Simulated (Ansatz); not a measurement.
Cost and result for the atomization energy of C$_{3}$H$_{7}$ClO, SMILES `COCCCl` (12 atoms, 11 bonds).

```xyz
12

C    -1.633   -0.480    0.270
O    -0.367   -0.807    0.782
C     0.693   -0.526   -0.094
C     1.102    0.933   -0.020
Cl    2.471    1.233   -1.116
H    -1.824   -0.998   -0.679
H    -1.758    0.598    0.109
H    -2.371   -0.806    1.004
H     0.434   -0.789   -1.128
H     1.535   -1.152    0.210
H     1.421    1.193    0.988
H     0.297    1.600   -0.325
```

Total charge 0; spin multiplicity 1. The structure was optimised at the PBE0-D4/def2-TZVP level. It is one conformer, not always the lowest. Program: Ansatz. All runs use 4 threads of an Arm Neoverse V1 on a shared host. Times are those of one run each, without the atoms' runs, and a repeat can differ threefold. Electronic energies, without spin–orbit coupling; frozen cores. CCSD(T)/CBS adds CCSD(T) − MP2 in def2-TZVPP to the MP2 limit, and its time is that of the two runs behind it. T1 = 0.010. B3LYP takes the VWN-RPA correlation (the form of Gaussian; ORCA's B3LYP/G).

CCSD(T)/CBS is a level of theory with its own doubt, some kJ/mol a heavy atom from the limit and from the frozen cores, so smaller differences don't rank the functionals.

```csv
level,functions,wall time,atomization (kJ/mol),difference from CCSD(T)/CBS,per bond
PBE-D4/def2-TZVPP (with forces),264,2.6 s,4592.6,102.5,9.3
PBE0-D4/def2-TZVPP,264,3.1 s,4513.0,22.9,2.1
B3LYP-D4/def2-TZVPP (with forces),264,4.7 s,4482.1,-8.0,-0.7
r2SCAN-D4/def2-TZVPP (with forces),264,5 s,4499.2,9.1,0.8
B2PLYP/def2-TZVPP,264,5.5 s,4439.0,-51.1,-4.6
ωB97X-V/def2-TZVPP,264,8 s,4496.8,6.7,0.6
ωB97M-V/def2-TZVPP (with forces),264,12 s,4502.7,12.6,1.2
MP2/def2-QZVPP,508,27 s,4513.7,23.6,2.1
CCSD(T)/def2-TZVPP,264,3.7 min,4380.7,-109.4,-9.9
CCSD(T)/CBS(def2),–,4.1 min,4490.1,0.0,0.0
```

In def2-TZVPP, CCSD(T) changes the Hartree–Fock value by +1111.9 kJ/mol (the triples alone add +65.0 kJ/mol) and MP2 by +1180.7 kJ/mol; breaking electron pairs costs correlation energy, which Hartree–Fock lacks. From PBE to PBE0 (25 % exact exchange), in def2-TZVPP and without D4, the atomization energy moves by −76.1 kJ/mol: exact exchange takes away binding that semilocal exchange gives to molecules. The D4 term adds +33.6 kJ/mol with B3LYP and +17.7 kJ/mol with PBE0; it sums over pairs of atoms, weighted by their polarisabilities, and B3LYP, whose exchange is more repulsive, gets the larger term.
